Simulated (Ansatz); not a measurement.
Results of PBE0 (Ansatz, a program for electronic structure, PAW) for rock-salt ZrC.

Excerpt of the program's output:

```
WARN output.stress: scf.exx.energy_threshold = 1e-6 eV is looser than the 2e-8 eV advised for a stress under a hybrid functional (1e-8 eV for each atom of the …
Crystal: 2 atoms, lattice volume = 25.821 Å³
Basis set: ecut = 460 eV, 561 PW (Γ), exchange–correlation on 48×48×48 points (8 copies of the dense FFT grid, shifted against one another)
Bands: 12, of which v1, the nominal top of the filled ones, is band 8 counted from 1 (7 counted from 0)
Symmetry: 48 space group operations
Space group: Fm-3m (ITA 225), of the structure as read, at distance tolerance 3.0e-5 Å
k-points: 47 of 1000
Functional: x = pbe(κ = 0.804, μ = 0.2195149727645171), c = pbe(β = 0.06672455060314922), warm-up for x = 0.75 pbe(κ = 0.804, μ = 0.2195149727645171) + 0.25 exact, c = pbe(β = 0.06672455060314922)
SCF iter   1: F=—  HF=-4436.493951 eV  |F-HF|=—  |Δ(HF+E_count)|=         —  Δρ=1.83e-3  dr2=8.70e-4
SCF iter   2: F=—  HF=-4436.494074 eV  |F-HF|=—  |Δ(HF+E_count)|=   1.23e-4  Δρ=6.53e-4  dr2=7.99e-5
  ...
SCF 1 converged in 7 iterations: F = -4436.494072 eV  dr2 = 2.64e-12
Crystal: 2 atoms, lattice volume = 25.821 Å³
Initial density: handed on by an earlier stage of this run
Functional: x = 0.75 pbe(κ = 0.804, μ = 0.2195149727645171) + 0.25 exact, c = pbe(β = 0.06672455060314922)
SCF 2 converged in 8 iterations: F = -4438.666279 eV  dr2 = 1.01e-10
Crystal: 2 atoms, lattice volume = 25.821 Å³
SCF 3 converged in 6 iterations: F = -4438.680743 eV  dr2 = 1.03e-11
Crystal: 2 atoms, lattice volume = 25.821 Å³
Crystal: 2 atoms, lattice volume = 25.821 Å³
SCF iter   9: F=—  HF=-4438.681806 eV  |F-HF|=—  |Δ(HF+E_count)|=  2.16e-10  Δρ=1.15e-6  dr2=4.93e-10
SCF iter  10: F=-4438.681806 eV  HF=-4438.681806 eV  |F-HF|=1.82e-12  |Δ(HF+E_count)|=  1.65e-10  Δρ=1.44e-7  dr2=4.23e-12
SCF 5 converged in 10 iterations: F = -4438.681806 eV  dr2 = 4.23e-12
Free energy (F): -4438.681806 eV
Internal energy: -4438.681639 eV  (E = F + TS)
E sigma→0 (E₀):  -4438.681722 eV
Fermi energy:    14.745438 eV
--- Forces (eV/Å), atoms counted from 1 ---
  atom   1  Zr    -0.00000000     0.00000000    -0.00000000
  atom   2  C      0.00000000    -0.00000000    -0.00000000
--- Stress (GPa, compression-positive) ---
        0.000840      -0.000000       0.000000
       -0.000000       0.000840       0.000000
        0.000000       0.000000       0.000840
  P = ⅓ Tr σ = 0.0008 GPa (0.008 kbar)
```

Q: Write an input file that could have produced this run (the log leaves some choices open).

A: This is not unique; one that fits is 
Ansatz 0.2 input:
```yaml
crystal:
  lattice:
    - [0.0, 2.3459262981, 2.3459262981]
    - [2.3459262981, 0.0, 2.3459262981]
    - [2.3459262981, 2.3459262981, 0.0]
  atoms:
    - { symbol: Zr, position: [0.0, 0.0, 0.0] }
    - { symbol: C, position: [0.5, 0.5, 0.5] }
basis:
  ecutwfc: 460
  ecutrho_ratio: 4
  xc_grid: 2
kpoints:
  mp_grid: { grid: [10, 10, 10] }
hamiltonian:
  xc: pbe0
  dispersion: none
  pseudopotentials: { kind: paw }
scf:
  occupations: { method: fermi_dirac, width: 0.05 }
  convergence: { dr2_threshold: 0.0000000002 }
output:
  forces: true
  stress: true
  eigenvalues: true
```

The PAW data were made under PBE.

Note: the run warned that the count of filled bands differs between k points.
